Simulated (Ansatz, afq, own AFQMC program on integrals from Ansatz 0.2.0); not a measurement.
**BSiH3 (triplet): AFQMC on the coupled-cluster ladder at twist about Si1–B2 = 46.3°, cc-pVDZ**

How near does AFQMC come to the top of the ladder for BSiH3 (triplet)?

Program: Ansatz 0.2.0, Gaussian basis, and an in-house AFQMC program (afq) on its integrals; all values are calculated. Level of theory: cc-pVDZ, frozen cores. These are calculated values, not measurements.

Plan: PBE (unrestricted); r2SCAN (unrestricted); PBE0 (unrestricted); B3LYP (unrestricted); wB97M-V (unrestricted); B2PLYP (unrestricted); CCSD(T) on UHF; CCSDT(Q) on UHF; Phaseless AFQMC, CISD trial on UHF; Phaseless AFQMC, single-determinant trial on UHF; Free-projection AFQMC, CISD trial on UHF.

### 1 What is computed

The geometry derives from a PBE0/def2-TZVP stationary point (not a proven minimum). One half is turned about the bond named; the halves are rigid.

5 atoms, charge 0, spin multiplicity 3.

Atoms are counted from 1 here; the program's logs count them from 0.

Bond lengths: Si1–B2 1.937 Å, Si1–H3 1.498 Å, B2–H4 1.198 Å, B2–H5 1.192 Å. Angles: B2–Si1–H3 122.8°, Si1–B2–H4 117.0°, Si1–B2–H5 121.4°, H4–B2–H5 121.6°.

### 2 PBE (unrestricted)

in.yaml reads:

```yaml
crystal:
  periodic: [false, false, false]
  atoms:
    - {symbol: Si, position_ang: [-0.000851, -0.085564, 0.595854]}
    - {symbol: B, position_ang: [-0.000851, 0.090313, -1.332998]}
    - {symbol: H, position_ang: [-0.000851, 1.095367, 1.517723]}
    - {symbol: H, position_ang: [0.770268, 0.873606, -1.808288]}
    - {symbol: H, position_ang: [-0.736568, -0.553489, -2.014939]}
basis:
  gaussian: {orbitals: cc-pVDZ}
magnetization: {spin_polarized: true, initial_magnetization: 2}
hamiltonian: {xc: {name: PBE}}
output: {orbitals: {seedname: orbitals}}
```

On the command line:

```
$ ansatz run in.yaml --threads 1 --pin off --events-out ev --progress --plain --max-ram 1382MiB
```

Output:

```text
Functional definition: PBE
  name "PBE"
  cite "Perdew, Burke & Ernzerhof, Phys. Rev. Lett. 77, 3865 (1996) doi:10.1103/PhysRevLett.77.3865"
  parent pbe
  parameter kappa = 0.804
  parameter beta = 0.06672455060314922
  exchange = pbe_x(kappa = kappa, mu = beta*pi^2/3)
  correlation = pbe_c(beta = beta)
566 factors; their error is unknown
mean field evaluation 1: about -8588.9229 eV, gradient 2.3e1 eV
mean field evaluation 2: about -8562.6995 eV, gradient 5.2e1 eV
mean field evaluation 4: about -8593.6787 eV, gradient 3.2e0 eV
mean field evaluation 8: about -8593.7651 eV, gradient 7.0e-2 eV
mean field evaluation 16: about -8593.7652 eV, gradient 2.8e-5 eV
mean field -8593.76516791 eV, -315.8150448576 hartree, gradient 2.8e-5 eV, S^2 2.004137; 0 other end points of the search recorded, 0 dependent functions left out
reference -8593.76520146 eV, -315.8150460905 hartree; 12, 10 occupied and 35, 37 virtual orbitals, 566 factors
Total energy: -8593.76520146 eV, -315.8150460905 hartree
```

It took 0.81 s on 1 thread of Arm Neoverse V2, shared host.

From the report: ⟨S²⟩ of the determinant 2.004 (pure triplet: 2.00).

### 3 r2SCAN (unrestricted)

in.yaml, as its differences from that of step 2:

```diff
@@ -11,3 +11,2 @@
 magnetization: {spin_polarized: true, initial_magnetization: 2}
-hamiltonian: {xc: {name: PBE}}
-output: {orbitals: {seedname: orbitals}}
+hamiltonian: {xc: {name: r2SCAN}}
```

Same command.

Output:

```text
Functional definition: r2SCAN
  name "r2SCAN"
  cite "Furness, Kaplan, Ning, Perdew & Sun, J. Phys. Chem. Lett. 11, 8208 (2020) doi:10.1021/acs.jpclett.0c02405"
  cite "Furness, Kaplan, Ning, Perdew & Sun, J. Phys. Chem. Lett. 11, 9248 (2020) doi:10.1021/acs.jpclett.0c03077"
  parent r2scan
  parameter k0 = 0.174
  parameter k1 = 0.065
  parameter a1 = 4.9479
  exchange = r2scan_x(k0 = k0, k1 = k1, a1 = a1)
  correlation = r2scan_c
566 factors; their error is unknown
mean field evaluation 1: about -8594.1828 eV, gradient 2.0e1 eV
mean field evaluation 2: about -8583.3212 eV, gradient 3.8e1 eV
mean field evaluation 4: about -8597.9477 eV, gradient 2.0e0 eV
mean field evaluation 8: about -8597.9749 eV, gradient 7.4e-2 eV
mean field evaluation 16: about -8597.9750 eV, gradient 6.0e-5 eV
mean field -8597.97498913 eV, -315.9697529337 hartree, gradient 6.0e-5 eV, S^2 2.009193; 0 other end points of the search recorded, 0 dependent functions left out
reference -8597.97499967 eV, -315.9697533211 hartree; 12, 10 occupied and 35, 37 virtual orbitals, 566 factors
Total energy: -8597.97499967 eV, -315.9697533211 hartree
```

Run time: 2.1 s. Hardware: 1 thread of Arm Neoverse V2, shared host.

From the report: ⟨S²⟩ of the determinant 2.009 (pure triplet: 2.00).

### 4 PBE0 (unrestricted)

in.yaml, as its differences from that of step 3:

```diff
@@ -11,2 +11,3 @@
 magnetization: {spin_polarized: true, initial_magnetization: 2}
-hamiltonian: {xc: {name: r2SCAN}}
+hamiltonian: {xc: {name: PBE0}}
+output: {orbitals: {seedname: orbitals}}
```

Launched as before.

Output:

```text
Functional definition: PBE0
  name "PBE0"
  cite "Adamo & Barone, J. Chem. Phys. 110, 6158 (1999) doi:10.1063/1.478522"
  cite "Perdew, Burke & Ernzerhof, Phys. Rev. Lett. 77, 3865 (1996) doi:10.1103/PhysRevLett.77.3865"
  parent pbe
  parameter a = 0.25
  parameter kappa = 0.804
  parameter beta = 0.06672455060314922
  exchange = (1 - a)*pbe_x(kappa = kappa, mu = beta*pi^2/3) + a*exact_x
  correlation = pbe_c(beta = beta)
444 factors; integrals over basis functions are off by at most 1.4e-3 eV
mean field evaluation 1: about -8592.0902 eV, gradient 1.7e1 eV
mean field evaluation 2: about -8590.2969 eV, gradient 2.2e1 eV
mean field evaluation 4: about -8594.7497 eV, gradient 7.5e-1 eV
mean field evaluation 8: about -8594.8354 eV, gradient 1.1e-1 eV
mean field evaluation 16: about -8594.8359 eV, gradient 5.0e-5 eV
mean field -8594.83588023 eV, -315.8543928094 hartree, gradient 5.1e-5 eV, S^2 2.005760; 0 other end points of the search recorded, 0 dependent functions left out
reference -8594.83590527 eV, -315.8543937298 hartree; 12, 10 occupied and 35, 37 virtual orbitals, 444 factors
Total energy: -8594.83590527 eV, -315.8543937298 hartree
```

It took 1.1 s on 1 thread of Arm Neoverse V2, shared host.

From the report: ⟨S²⟩ of the determinant 2.006 (pure triplet: 2.00).

### 5 B3LYP (unrestricted)

in.yaml, as its differences from that of step 4:

```diff
@@ -11,3 +11,2 @@
 magnetization: {spin_polarized: true, initial_magnetization: 2}
-hamiltonian: {xc: {name: PBE0}}
-output: {orbitals: {seedname: orbitals}}
+hamiltonian: {xc: {name: B3LYP}}
```

Same command.

Output, cut to the lines that bear on the results:

```text
Functional definition: B3LYP
  name "B3LYP"
  cite "Stephens, Devlin, Chabalowski & Frisch, J. Phys. Chem. 98, 11623 (1994) doi:10.1021/j100096a001"
  cite "Becke, Phys. Rev. A 38, 3098 (1988) doi:10.1103/PhysRevA.38.3098"
  cite "Lee, Yang & Parr, Phys. Rev. B 37, 785 (1988) doi:10.1103/PhysRevB.37.785"
  cite "Vosko, Wilk & Nusair, Can. J. Phys. 58, 1200 (1980) doi:10.1139/p80-159"
[...]
444 factors; integrals over basis functions are off by at most 1.4e-3 eV
[...]
mean field -8599.88466487 eV, -316.0399322227 hartree, gradient 3.9e-5 eV, S^2 2.003732; 0 other end points of the search recorded, 0 dependent functions left out
reference -8599.88488174 eV, -316.0399401925 hartree; 12, 10 occupied and 35, 37 virtual orbitals, 444 factors
Total energy: -8599.88488174 eV, -316.0399401925 hartree
```

Wall time 1.1 s (1 thread of Arm Neoverse V2, shared host).

From the report: ⟨S²⟩ of the determinant 2.004 (pure triplet: 2.00).

### 6 wB97M-V (unrestricted)

in.yaml, as its differences from that of step 5:

```diff
@@ -11,2 +11,3 @@
 magnetization: {spin_polarized: true, initial_magnetization: 2}
-hamiltonian: {xc: {name: B3LYP}}
+hamiltonian: {xc: {name: wB97M-V}}
+output: {orbitals: {seedname: orbitals}}
```

Launched as before.

Output, cut to the lines that bear on the results:

```text
Functional definition: wB97M-V
  name "wB97M-V"
  cite "Mardirossian & Head-Gordon, J. Chem. Phys. 144, 214110 (2016) doi:10.1063/1.4952647"
  cite "Becke, J. Chem. Phys. 107, 8554 (1997) doi:10.1063/1.475007"
  cite "Vydrov & Van Voorhis, J. Chem. Phys. 133, 244103 (2010) doi:10.1063/1.3521275"
  # Of w^i u^j: cxij and so on, Table III.
[...]
  gx(w, u) = 1 - cx + cx01*u + cx10*w
  gss(w, u) = css00 + css04*u^4 + css10*w + css20*w^2 + css43*w^4*u^3
  gos(w, u) = cos00 + cos10*w + (cos20 + cos21*u)*w^2 + (cos60 + cos61*u)*w^6
[...]
      + integral(e_c_pw_mod_opposite_spin*gos(b97_w_opposite, b97_u_opposite)) + vv10(b, c)
444 factors; integrals over basis functions are off by at most 1.4e-3 eV
169 factors; integrals over basis functions are off by at most 1.2e-5 eV
[...]
mean field -8597.74002305 eV, -315.9611180894 hartree, gradient 3.7e-5 eV, S^2 2.002460; 0 other end points of the search recorded, 0 dependent functions left out
reference -8597.74005739 eV, -315.9611193515 hartree; 12, 10 occupied and 35, 37 virtual orbitals, 444 factors
Total energy: -8597.74005739 eV, -315.9611193515 hartree
```

Wall time 6 s (1 thread of Arm Neoverse V2, shared host).

From the report: ⟨S²⟩ of the determinant 2.002 (pure triplet: 2.00).

### 7 B2PLYP (unrestricted)

in.yaml, as its differences from that of step 6:

```diff
@@ -11,3 +11,3 @@
 magnetization: {spin_polarized: true, initial_magnetization: 2}
-hamiltonian: {xc: {name: wB97M-V}}
-output: {orbitals: {seedname: orbitals}}
+hamiltonian: {xc: {name: B2PLYP}}
+correlation: {electrons: outside_noble_gas}
```

Launched as before.

Output, cut to the lines that bear on the results:

```text
Functional definition: B2PLYP
  name "B2PLYP"
  cite "Grimme, J. Chem. Phys. 124, 034108 (2006) doi:10.1063/1.2148954"
  cite "Becke, Phys. Rev. A 38, 3098 (1988) doi:10.1103/PhysRevA.38.3098"
  cite "Lee, Yang & Parr, Phys. Rev. B 37, 785 (1988) doi:10.1103/PhysRevB.37.785"
[...]
444 factors; integrals over basis functions are off by at most 1.4e-3 eV
[...]
mean field -8593.25287019 eV, -315.7962182636 hartree, gradient 5.4e-6 eV, S^2 2.007428; 0 other end points of the search recorded, 0 dependent functions left out
6 core orbitals not correlated: weight in the atoms' cores, before any rotation towards them, 1.000 or more for the frozen orbitals, at most 0.000 for the correlated occupied ones
reference -8593.25300688 eV, -315.7962232867 hartree; 6, 4 occupied and 35, 37 virtual orbitals, 444 factors
second order -5.25756948 eV of doubles, -0.00000000 eV of singles
Total energy: -8594.67255064 eV, -315.8483905576 hartree
```

Run time: 1.3 s. Hardware: 1 thread of Arm Neoverse V2, shared host.

From the report: ⟨S²⟩ of the determinant 2.007 (pure triplet: 2.00).

### 8 CCSD(T) on UHF

in.yaml, as its differences from that of step 7:

```diff
@@ -11,3 +11,2 @@
 magnetization: {spin_polarized: true, initial_magnetization: 2}
-hamiltonian: {xc: {name: B2PLYP}}
-correlation: {electrons: outside_noble_gas}
+correlation: {method: ccsd_t, electrons: outside_noble_gas, hamiltonian_folder: ham}
```

Same command.

Output, cut to the lines that bear on the results:

```text
Functional definition: HF
  name "HF"
  cite "Fock, Z. Phys. 61, 126 (1930) doi:10.1007/BF01340294"
  parent pbe
[...]
444 factors; integrals over basis functions are off by at most 1.4e-3 eV
[...]
mean field -8578.71671139 eV, -315.2620242807 hartree, gradient 1.8e-6 eV, S^2 2.016599; 1 other end points of the search recorded, 0 dependent functions left out
determinant -8578.71671139 eV, -315.2620242807 hartree, with singles and doubles -8583.82484645 eV, -315.4497447817 hartree
determinant -8575.92123742 eV, -315.1592925070 hartree, with singles and doubles -8581.32331934 eV, -315.3578153559 hartree
6 core orbitals not correlated: weight in the atoms' cores, before any rotation towards them, 1.000 or more for the frozen orbitals, at most 0.000 for the correlated occupied ones
reference -8578.71671139 eV, -315.2620242807 hartree; 6, 4 occupied and 35, 37 virtual orbitals, 444 factors
second order -4.07908749 eV of doubles, -0.00000000 eV of singles
cycle   1  -5.10841519 eV  change   -2.8e-4 eV  update   1.8e-3
[...]
cycle   9  -5.10943998 eV  change    3.0e-6 eV  update   3.3e-6
perturbative correction -0.14110251 eV, -0.0051854216 hartree
Total energy: -8583.96725388 eV, -315.4549781583 hartree
```

Run time: 1.3 s. Hardware: 1 thread of Arm Neoverse V2, shared host.

From the report: ⟨S²⟩ of the determinant 2.017 (pure triplet: 2.00); correlation -5.2505 eV; T1 0.029; largest double amplitude 0.03.

This run also writes the integrals to the folder ham.

### 9 CCSDT(Q) on UHF

in.yaml, as its differences from that of step 8:

```diff
@@ -11,2 +11,2 @@
 magnetization: {spin_polarized: true, initial_magnetization: 2}
-correlation: {method: ccsd_t, electrons: outside_noble_gas, hamiltonian_folder: ham}
+correlation: {method: ccsdt_q, electrons: outside_noble_gas}
```

The command is unchanged.

Output, cut to the lines that bear on the results:

```text
Functional definition: HF
  name "HF"
  cite "Fock, Z. Phys. 61, 126 (1930) doi:10.1007/BF01340294"
  parent pbe
[...]
883 factors; integrals over basis functions are off by at most 2.0e-7 eV
[...]
mean field -8578.71673304 eV, -315.2620250762 hartree, gradient 1.6e-6 eV, S^2 2.016599; 1 other end points of the search recorded, 0 dependent functions left out
determinant -8578.71673304 eV, -315.2620250762 hartree, with singles and doubles -8583.82484993 eV, -315.4497449096 hartree
determinant -8575.92126080 eV, -315.1592933662 hartree, with singles and doubles -8581.32331609 eV, -315.3578152364 hartree
6 core orbitals not correlated: weight in the atoms' cores, before any rotation towards them, 1.000 or more for the frozen orbitals, at most 0.000 for the correlated occupied ones
reference -8578.71673304 eV, -315.2620250762 hartree; 6, 4 occupied and 35, 37 virtual orbitals, 883 factors
second order -4.07910576 eV of doubles, -0.00000000 eV of singles
cycle   1  -4.80079575 eV  change   -7.2e-1 eV  update   7.6e-2
[...]
cycle  19  -5.28684589 eV  change   -1.2e-6 eV  update   8.3e-7
perturbative correction -0.00660790 eV, -0.0002428359 hartree
Total energy: -8584.01018683 eV, -315.4565559149 hartree
```

It took 33 s on 1 thread of Arm Neoverse V2, shared host; peak memory 0.39 GiB.

From the report: ⟨S²⟩ of the determinant 2.017 (pure triplet: 2.00); correlation -5.2935 eV; T1 0.032; largest double amplitude 0.03.

### 10 Phaseless AFQMC, CISD trial on UHF

It reads the integrals that the CCSD(T) run on this determinant wrote.

On the command line:

```
$ afq ham --method phaseless --trial cisd --walkers 60 --populations 1 --least-time 40 --time-step 0.005 --steps-per-block 50 --equilibration-blocks 28 --max-blocks 300 --target-error 0.00038 --factor-cut 1e-05 --start spin_pure --seed 1191 --release-times 0.24,0.51,0.99,1.62,2.4 --release-step 0.03 --release-every 4 --taylor-order 6
```

Output:

```text
orbitals 41  electrons 6 4  factors 319 of 444
reference energy -315.26202428 Eh
CCSD correlation -0.18776832 Eh in 14 cycles, weight of the determinant in the CISD state 0.8789
energy of the start -315.449367 Eh
 block  time / (1/Eh)  mean weight  energy / Eh
     1     0.250  1.0008  -315.447201
     2     0.500  0.9995  -315.448179
     3     0.750  1.0006  -315.448647
     4     1.000  1.0020  -315.449761
     5     1.250  0.9993  -315.452284
     6     1.500  0.9991  -315.452839
     7     1.750  0.9997  -315.452643
     8     2.000  0.9989  -315.453290
     9     2.250  0.9998  -315.455265
    10     2.500  1.0007  -315.454962
    17     4.250  1.0012  -315.453957
    25     6.250  1.0001  -315.454166
    33     8.250  0.9999  -315.455637
    41    10.250  0.9999  -315.456326
    49    12.250  1.0007  -315.458273
    57    14.250  0.9985  -315.451646
    65    16.250  1.0001  -315.454588
    73    18.250  1.0009  -315.456609
    81    20.250  1.0003  -315.459251
    89    22.250  1.0041  -315.455961
    97    24.250  0.9974  -315.461908
   105    26.250  1.0018  -315.462435
   113    28.250  1.0005  -315.461841
   121    30.250  1.0024  -315.454903
   129    32.250  1.0018  -315.456132
   137    34.250  0.9991  -315.458854
   145    36.250  1.0011  -315.453075
   153    38.250  1.0003  -315.450589
   161    40.250  1.0002  -315.453376
   169    42.250  0.9980  -315.453571
   177    44.250  0.9994  -315.457420
   185    46.250  0.9989  -315.455487
   193    48.250  1.0010  -315.458036
   201    50.250  0.9998  -315.459971
   209    52.250  0.9993  -315.457804
   217    54.250  0.9991  -315.464036
   225    56.250  1.0001  -315.459381
   233    58.250  1.0008  -315.454512
   241    60.250  1.0002  -315.455361
   249    62.250  1.0035  -315.458987
   257    64.250  0.9998  -315.453483
   265    66.250  1.0009  -315.452796
   273    68.250  0.9992  -315.455272
   281    70.250  1.0001  -315.454785
   289    72.250  0.9995  -315.452286
   297    74.250  1.0004  -315.454250
   305    76.250  1.0001  -315.459499
   313    78.250  1.0009  -315.457323
   321    80.250  1.0020  -315.459421
blocks merged  error / Eh  count
     1  0.000192  300
     2  0.000250  150
     4  0.000315  75
     8  0.000409  37
    16  0.000503  18
    32  0.000685  9
released: time / (1/Eh)  energy / Eh  error  mean overlap
  0.24  -315.456889  0.000469  1.0004
  0.51  -315.457135  0.000374  0.9933
  0.99  -315.456951  0.000359  1.0111
  1.62  -315.456795  0.000282  1.0076
  2.40  -315.457246  0.000412  0.9963
energy -315.456597 +/- 0.000503 Eh
```

Wall time 7.1 min (1 thread of Arm Neoverse V2, shared host).

Energy -8584.0113 ± 0.0137 eV. Caveats: constraint bias not in the error. The error still grows with block length (0.0111 to 0.0186 eV), so the bar may be too small.

### 11 Phaseless AFQMC, single-determinant trial on UHF

It reads the integrals that the CCSD(T) run on this determinant wrote.

On the command line:

```
$ afq ham --method phaseless --trial hf --walkers 120 --populations 1 --least-time 40 --time-step 0.005 --steps-per-block 20 --equilibration-blocks 112 --max-blocks 600 --target-error 0.00114 --factor-cut 1e-05 --start spin_pure --seed 8867 --taylor-order 6
```

Output:

```text
orbitals 41  electrons 6 4  factors 319 of 444
reference energy -315.26202428 Eh
CCSD correlation -0.18776832 Eh in 14 cycles, weight of the determinant in the CISD state 0.8789
energy of the start -315.262212 Eh
 block  time / (1/Eh)  mean weight  energy / Eh
     1     0.100  1.0002  -315.294865
     2     0.200  1.0001  -315.319824
     3     0.300  1.0016  -315.344721
     4     0.400  1.0018  -315.359915
     5     0.500  0.9996  -315.370528
     6     0.600  1.0009  -315.375989
     7     0.700  1.0009  -315.389037
     8     0.800  0.9995  -315.399969
     9     0.900  1.0008  -315.404194
    10     1.000  0.9998  -315.417171
    18     1.800  0.9996  -315.438867
    35     3.500  0.9994  -315.452984
    52     5.200  0.9994  -315.435865
    69     6.900  0.9996  -315.447940
    86     8.600  0.9995  -315.445631
   103    10.300  1.0013  -315.469015
   120    12.000  0.9996  -315.462256
   137    13.700  0.9999  -315.453275
   154    15.400  1.0000  -315.469928
   171    17.100  0.9991  -315.468154
   188    18.800  0.9997  -315.449523
   205    20.500  1.0001  -315.464316
   222    22.200  1.0002  -315.459943
   239    23.900  0.9988  -315.446816
   256    25.600  1.0003  -315.462555
   273    27.300  0.9995  -315.463764
   290    29.000  0.9998  -315.456717
   307    30.700  1.0011  -315.472682
   324    32.400  0.9995  -315.454494
   341    34.100  1.0003  -315.438112
   358    35.800  1.0001  -315.450123
   375    37.500  1.0002  -315.433914
   392    39.200  0.9982  -315.454407
   409    40.900  1.0006  -315.466468
   426    42.600  0.9998  -315.459519
   443    44.300  1.0005  -315.454977
   460    46.000  1.0002  -315.466104
   477    47.700  0.9991  -315.472612
   494    49.400  0.9995  -315.476544
   511    51.100  1.0001  -315.479814
   528    52.800  0.9996  -315.452755
   545    54.500  0.9995  -315.476841
   562    56.200  0.9998  -315.462046
   579    57.900  1.0010  -315.460073
   596    59.600  1.0014  -315.463214
   613    61.300  0.9994  -315.450135
   630    63.000  1.0012  -315.462252
   647    64.700  1.0003  -315.458664
   664    66.400  1.0001  -315.471119
   681    68.100  1.0016  -315.460216
   698    69.800  0.9996  -315.471977
blocks merged  error / Eh  count
     1  0.000491  600
     2  0.000667  300
     4  0.000892  150
     8  0.001142  75
    16  0.001390  37
    32  0.001783  18
    64  0.002236  9
energy -315.459177 +/- 0.001783 Eh
```

Wall time 4.1 min (1 thread of Arm Neoverse V2, shared host).

Energy -8584.0815 ± 0.0485 eV. The run doesn't count as converged. Caveats: constraint bias not in the error; error not settled; error above the target. The error still grows with block length (0.0378 to 0.0608 eV), so the bar may be too small.

### 12 Free-projection AFQMC, CISD trial on UHF

It reads the integrals that the CCSD(T) run on this determinant wrote.

On the command line:

```
$ afq ham --method free --trial cisd --walkers 60 --time-step 0.03 --max-blocks 80 --target-error 0.00038 --factor-cut 1e-05 --seed 6676 --times 0,0.21,0.42,0.81,1.2,1.8,2.4,3 --taylor-order 8
```

Output:

```text
orbitals 41  electrons 6 4  factors 319 of 444
reference energy -315.26202428 Eh
CCSD correlation -0.18776832 Eh in 14 cycles, weight of the determinant in the CISD state 0.8789
repeat  energy at the last time / Eh  error
    10  -315.455820  0.001066
    20  -315.455863  0.000723
    30  -315.456321  0.000534
    40  -315.456563  0.000454
    50  -315.456599  0.000391
    60  -315.456596  0.000361
time / (1/Eh)  energy / Eh  error  mean overlap
  0.00  -315.449763  0.000105  1.1379
  0.21  -315.452336  0.000138  1.1385
  0.42  -315.453820  0.000161  1.1367
  0.81  -315.454978  0.000219  1.1403
  1.20  -315.455643  0.000264  1.1411
  1.80  -315.455673  0.000251  1.1623
  2.40  -315.456342  0.000317  1.1514
  3.00  -315.456581  0.000356  1.1597
energy -315.456581 +/- 0.000356 Eh
```

Run time: 3.1 min. Hardware: 1 thread of Arm Neoverse V2, shared host.

Energy -8584.0109 ± 0.0097 eV. The run doesn't count as converged. Caveats: remainder of the start not in the error; start not forgotten.

### 13 All levels side by side

On the UHF determinant, counted from CCSDT(Q) (a yardstick, not exact):

```csv
level,energy (eV),from CCSDT(Q) (kcal/mol),statistical error (kcal/mol),time
HF,-8578.7167,+122.07,,
MP2,-8582.7958,+28.00,,
CCSD,-8583.8262,+4.24,,
CCSD(T),-8583.9673,+0.99,,
CCSDT(Q),-8584.0102,0.00,,
"Phaseless AFQMC, CISD trial, step 0.005, 60 walkers",-8584.0113,-0.03,0.32,7.1 min
```

The functionals' totals stand on their own zeros and serve differences with other points: PBE -8593.765 eV; r2SCAN -8597.975 eV; PBE0 -8594.836 eV; B3LYP -8599.885 eV; wB97M-V -8597.740 eV; B2PLYP -8594.673 eV.

### 14 What came out

| quantity | value |
| --- | --- |
| CCSD(T) on UHF from CCSDT(Q) | +0.99 kcal/mol |
| Phaseless AFQMC, CISD trial on UHF from CCSDT(Q) | -0.03 ± 0.32 kcal/mol |

**Reading.** On UHF the phaseless walk with the CISD trial lies -0.03 kcal/mol from CCSDT(Q), within three error bars. Error bars are statistical and leave out the constraint, the time step and what remains of the start.
